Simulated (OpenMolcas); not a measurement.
# [AlH3]− (SMILES [AlH3-]): a chain of runs

We compute the energy (ROHF/pcseg-0), then a single-point energy (CASSCF(3,3)/pcseg-0), then a single-point energy (CASPT2(3,3)/pcseg-0), then the energy (SC-NEVPT2(3,3)/pcseg-0), then a single-point energy (MRCI(3,3)/pcseg-0) of [AlH3]−. 

The results are computed with OpenMolcas 26.06.

**1. Starting point**

[AlH3]− has 4 atoms, charge -1, and is taken as a doublet. As SMILES, `[AlH3-]`. Geometry: a GFN2-xTB relaxation, a rough one for these elements and not checked as a minimum.

Bond lengths: Al1–H2 1.684 Å, Al1–H3 1.685 Å, Al1–H4 1.685 Å. Angles: H2–Al1–H3 101.1°, H2–Al1–H4 101.1°, H3–Al1–H4 101.1°.

**2. The energy at ROHF/pcseg-0 (run 1)**

step1.inp

```
&GATEWAY
  BasLib
  $CurrDir
  Coord
  4
  angstrom
  Al      -0.161060       0.455350      -0.307260
  H        0.471920       0.754070       1.224440
  H       -1.350110      -0.683860       0.050500
  H        1.039250      -0.525560      -0.967690
  Basis
  pcseg-0
  Group
  NoSym

&SEWARD

&SCF
  UHF
  Charge
  -1
  Spin
  2
  Scramble
  0.25
  PrOrbitals
  1 1

&RASSCF
  FileOrb
  $Project.UnaOrb
  Spin
  2
  Nactel
  1 0 0
  Inactive
  8
  Ras2
  1
  OutOrbitals
  Canonical
  OrbListing
  Nothing
```

The basis set pcseg-0 is read from a file made from the Basis Set Exchange's data (not shown).

Run with:

```console
export MOLCAS_MEM=1860
pymolcas step1.inp > step1.log
```

Output:

```text
--- Start Module: gateway ---
[...]
--- Stop Module: gateway /rc=_RC_ALL_IS_WELL_ ---
[...]
      Basis functions           19
[...]
--- Start Module: scf ---
[...]
       Convergence after  14 Iterations
[...]
::    Total SCF energy                               -243.2891419194
[...]
      Total spin, S                                     0.5009252822
[...]
--- Stop Module: scf /rc=_RC_ALL_IS_WELL_ ---
--- Start Module: rasscf ---
[...]
      Number of active orbitals                  1
[...]
      Spin quantum number                      0.5
[...]
      Active orbitals                            1
[...]
      Number of CSFs                             1
[...]
      Number of root(s) required                 1
[...]
      Convergence after  7 iterations
[...]
      printout of CI-coefficients larger than  0.05 for root  1
      energy=    -243.288862
      conf/sym  1     Coeff  Weight
             1  u   1.00000 1.00000
      Natural orbitals and occupation numbers for root  1
      sym 1:   1.000000
      ************************************************************************************************************************
      *                                                    Final results                                                     *
[...]
::    RASSCF root number  1 Total energy:   -243.28886176
[...]
      Total electronic charge=   17.000000
      Total            charge=   -1.000000
[...]
      Dipole Moment (debye):
      Origin of the operator (angstrom)=   -0.1394    0.3942   -0.2660
                   X= -7.4478E-01               Y=  2.1094E+00               Z= -1.4210E+00           Total=  2.6502E+00
      Center of Charge (angstrom)
[...]
--- Stop Module: rasscf /rc=_RC_ALL_IS_WELL_ ---
[...]
```

It took 3.6 s on 1 thread of Intel Xeon Platinum 8259CL at 2.50GHz (Skylake/Cascade Lake), shared host; peak memory 0.37 GiB.

**3. The energy at CASSCF(3,3)/pcseg-0 (run 2)**

step2.input

```
&GATEWAY
  BasLib = $CurrDir
  Coord
  4
  angstrom
  Al      -0.161060       0.455350      -0.307260
  H        0.471920       0.754070       1.224440
  H       -1.350110      -0.683860       0.050500
  H        1.039250      -0.525560      -0.967690
  Basis = pcseg-0
  Group = NoSym

&SEWARD

&RASSCF
  FileOrb = $CurrDir/step1.RasOrb
  Spin = 2
  Nactel = 3 0 0
  Inactive = 7
  Ras2 = 3
  OrbListing = Nothing
```

The basis set pcseg-0 is read from a file made from the Basis Set Exchange's data (not shown).

Run with:

```console
export MOLCAS_MEM=1860
pymolcas step2.input > step2.log
```

Output:

```text
--- Start Module: gateway ---
[...]
--- Stop Module: gateway /rc=_RC_ALL_IS_WELL_ ---
--- Start Module: seward ---
[...]
      Basis functions           19
--- Stop Module: seward /rc=_RC_ALL_IS_WELL_ ---
[...]
--- Start Module: rasscf ---
[...]
      Number of active orbitals                  3
[...]
      Spin quantum number                      0.5
[...]
      Active orbitals                            3
[...]
      Number of CSFs                             8
[...]
      Number of root(s) required                 1
[...]
      Convergence after 13 iterations
[...]
      printout of CI-coefficients larger than  0.05 for root  1
      energy=    -243.303134
      conf/sym  111     Coeff  Weight
             1  2u0   0.99391 0.98785
             8  0u2   0.10025 0.01005
      Natural orbitals and occupation numbers for root  1
      sym 1:   1.976346   1.000910   0.022744
      ************************************************************************************************************************
      *                                                    Final results                                                     *
[...]
::    RASSCF root number  1 Total energy:   -243.30313397
[...]
      Total electronic charge=   17.000000
      Total            charge=   -1.000000
[...]
      Dipole Moment (debye):
      Origin of the operator (angstrom)=   -0.1394    0.3942   -0.2660
                   X= -9.3012E-01               Y=  1.9138E+00               Z= -1.3547E+00           Total=  2.5225E+00
      Center of Charge (angstrom)
[...]
--- Stop Module: rasscf /rc=_RC_ALL_IS_WELL_ ---
[...]
```

Wall time 3 s (1 thread of Intel Xeon Platinum 8259CL at 2.50GHz (Skylake/Cascade Lake), shared host); peak memory 0.37 GiB.

**4. The energy at CASPT2(3,3)/pcseg-0 (run 3)**

step3.input

```
&gateway
  baslib = $CurrDir
  coord
  4
  angstrom
  Al      -0.161060       0.455350      -0.307260
  H        0.471920       0.754070       1.224440
  H       -1.350110      -0.683860       0.050500
  H        1.039250      -0.525560      -0.967690
  basis = pcseg-0
  group = NoSym

&seward

&rasscf
  fileorb = $CurrDir/step2.RasOrb
  spin = 2
  nactel = 3 0 0
  inactive = 7
  ras2 = 3
  orblisting = Nothing

&caspt2
  imaginary = 0.1
  frozen = 5
```

The basis set pcseg-0 is read from a file made from the Basis Set Exchange's data (not shown).

Run with:

```console
export MOLCAS_MEM=1860
pymolcas step3.input > step3.log
```

Output:

```text
--- Start Module: gateway ---
[...]
--- Stop Module: gateway /rc=_RC_ALL_IS_WELL_ ---
[...]
      Basis functions           19
[...]
--- Start Module: rasscf ---
[...]
      Number of active orbitals                  3
[...]
      Spin quantum number                      0.5
[...]
      Active orbitals                            3
[...]
      Number of CSFs                             8
[...]
      Number of root(s) required                 1
[...]
      Convergence after  4 iterations
[...]
      printout of CI-coefficients larger than  0.05 for root  1
      energy=    -243.303134
      conf/sym  111     Coeff  Weight
             1  2u0   0.99391 0.98785
             8  0u2   0.10025 0.01005
      Natural orbitals and occupation numbers for root  1
      sym 1:   1.976346   1.000910   0.022744
      ************************************************************************************************************************
      *                                                    Final results                                                     *
[...]
::    RASSCF root number  1 Total energy:   -243.30313397
[...]
      Total electronic charge=   17.000000
      Total            charge=   -1.000000
[...]
      Dipole Moment (debye):
      Origin of the operator (angstrom)=   -0.1394    0.3942   -0.2660
                   X= -9.3023E-01               Y=  1.9138E+00               Z= -1.3547E+00           Total=  2.5225E+00
      Center of Charge (angstrom)
[...]
--- Stop Module: rasscf /rc=_RC_ALL_IS_WELL_ ---
[...]
--- Start Module: caspt2 ---
[...]
      E2 (Variational):          -0.0333094371
      Total energy:            -243.3364434053
[...]
      Reference weight:           0.98202
[...]
::    CASPT2 Root  1     Total energy:   -243.33644341
[...]
--- Stop Module: caspt2 /rc=_RC_ALL_IS_WELL_ ---
[...]
```

It took 2.8 s on 1 thread of Intel Xeon Platinum 8259CL at 2.50GHz (Skylake/Cascade Lake), shared host; peak memory 0.37 GiB.

**5. The energy at SC-NEVPT2(3,3)/pcseg-0 (run 4)**

step4.input

```
* AlH3 NEVPT2

&GATEWAY
  BasLib=$CurrDir
  Coord
  4
  angstrom
  Al      -0.161060       0.455350      -0.307260
  H        0.471920       0.754070       1.224440
  H       -1.350110      -0.683860       0.050500
  H        1.039250      -0.525560      -0.967690
  Basis=pcseg-0
  Group=NoSym

&SEWARD

&RASSCF
  FileOrb=$CurrDir/step2.RasOrb
  Spin=2
  Nactel=3 0 0
  Inactive=7
  Ras2=3
  OrbListing=Nothing

&CASPT2
  SC-NEVPT2
  Frozen=5
```

The basis set pcseg-0 is read from a file made from the Basis Set Exchange's data (not shown).

Run with:

```console
export MOLCAS_MEM=1860
pymolcas step4.input > step4.log
```

Output:

```text
--- Start Module: gateway ---
[...]
--- Stop Module: gateway /rc=_RC_ALL_IS_WELL_ ---
[...]
      Basis functions           19
[...]
--- Start Module: rasscf ---
[...]
      Number of active orbitals                  3
[...]
      Spin quantum number                      0.5
[...]
      Active orbitals                            3
[...]
      Number of CSFs                             8
[...]
      Number of root(s) required                 1
[...]
      Convergence after  4 iterations
[...]
      printout of CI-coefficients larger than  0.05 for root  1
      energy=    -243.303134
      conf/sym  111     Coeff  Weight
             1  2u0   0.99391 0.98785
             8  0u2   0.10025 0.01005
      Natural orbitals and occupation numbers for root  1
      sym 1:   1.976346   1.000910   0.022744
      ************************************************************************************************************************
      *                                                    Final results                                                     *
[...]
::    RASSCF root number  1 Total energy:   -243.30313397
[...]
      Total electronic charge=   17.000000
      Total            charge=   -1.000000
[...]
      Dipole Moment (debye):
      Origin of the operator (angstrom)=   -0.1394    0.3942   -0.2660
                   X= -9.3023E-01               Y=  1.9138E+00               Z= -1.3547E+00           Total=  2.5225E+00
      Center of Charge (angstrom)
[...]
--- Stop Module: rasscf /rc=_RC_ALL_IS_WELL_ ---
--- Start Module: caspt2 ---
[...]
      E2 (Variational):          -0.0325166381
[...]
      E2 (Variational):          -0.0323933373
      Total energy:            -243.3355273055
[...]
      Reference weight:           0.98301
[...]
::    SC-NEVPT2 Root  1     Total energy:   -243.33552731
[...]
--- Stop Module: caspt2 /rc=_RC_ALL_IS_WELL_ ---
[...]
```

It took 2.8 s on 1 thread of Intel Xeon Platinum 8259CL at 2.50GHz (Skylake/Cascade Lake), shared host; peak memory 0.37 GiB.

**6. The energy at MRCI(3,3)/pcseg-0 (run 5)**

step5.inp

```
&gateway
  baslib
  $CurrDir
  coord
  4
  angstrom
  Al      -0.161060       0.455350      -0.307260
  H        0.471920       0.754070       1.224440
  H       -1.350110      -0.683860       0.050500
  H        1.039250      -0.525560      -0.967690
  basis
  pcseg-0
  group
  NoSym

&seward

&rasscf
  fileorb
  $CurrDir/step2.RasOrb
  spin
  2
  nactel
  3 0 0
  inactive
  7
  ras2
  3
  orblisting
  Nothing

&motra
  lumorb
  frozen
  5

&guga
  electrons
  7
  spin
  2
  inactive
  2
  active
  3
  ciall
  1

&mrci
  sdci
```

The basis set pcseg-0 is read from a file made from the Basis Set Exchange's data (not shown).

Run with:

```console
export MOLCAS_MEM=1860
pymolcas step5.inp > step5.log
```

Output:

```text
--- Start Module: gateway ---
[...]
--- Stop Module: gateway /rc=_RC_ALL_IS_WELL_ ---
[...]
      Basis functions           19
[...]
      Number of active orbitals                  3
[...]
      Spin quantum number                      0.5
[...]
      Active orbitals                            3
[...]
      Number of CSFs                             8
[...]
      Number of root(s) required                 1
[...]
      Convergence after  4 iterations
[...]
      printout of CI-coefficients larger than  0.05 for root  1
      energy=    -243.303134
      conf/sym  111     Coeff  Weight
             1  2u0   0.99391 0.98785
             8  0u2   0.10025 0.01005
      Natural orbitals and occupation numbers for root  1
      sym 1:   1.976346   1.000910   0.022744
      ************************************************************************************************************************
      *                                                    Final results                                                     *
[...]
::    RASSCF root number  1 Total energy:   -243.30313397
[...]
      Dipole Moment (debye):
      Origin of the operator (angstrom)=   -0.1394    0.3942   -0.2660
                   X= -9.3023E-01               Y=  1.9138E+00               Z= -1.3547E+00           Total=  2.5225E+00
      Center of Charge (angstrom)
[...]
--- Start Module: guga ---
[...]
--- Stop Module: guga /rc=_RC_ALL_IS_WELL_ ---
[...]
       (But an ACPF correction will be computed)
       USE THE DEFAULT ACPF G-VALUE GFAC=  0.28571428571428570
[...]
                      CI ENERGY:  -243.34948212
[...]
                ACPF CORRECTION:    -0.00132617
[...]
      Total electronic charge=   17.000000
      Total            charge=   -1.000000
[...]
     ACPF CORRECTION:     -0.00132617
[...]
  CI State   1     Total energy:   -243.34948212     QDav:     -0.00187813     QACPF:     -0.00132617
[...]
```

Wall time 2.7 s (1 thread of Intel Xeon Platinum 8259CL at 2.50GHz (Skylake/Cascade Lake), shared host); peak memory 0.37 GiB.

**7. Summary of results**

```
                         quantity                                                                value
run 1, ROHF/pcseg-0: total energy                                                        -243.28886 Eh
       run 2, CASSCF(3,3)/pcseg-0  no result (a known fault or a wrong state: its values are left out)
       run 3, CASPT2(3,3)/pcseg-0  no result (a known fault or a wrong state: its values are left out)
    run 4, SC-NEVPT2(3,3)/pcseg-0  no result (a known fault or a wrong state: its values are left out)
         run 5, MRCI(3,3)/pcseg-0  no result (a known fault or a wrong state: its values are left out)
```

**Reading.** Mulliken charges (run 1, ROHF/pcseg-0) run from -0.44 on H2 to +0.32 on Al1. 4 of the 5 runs ended normally but are set aside, since settings or state are in doubt.
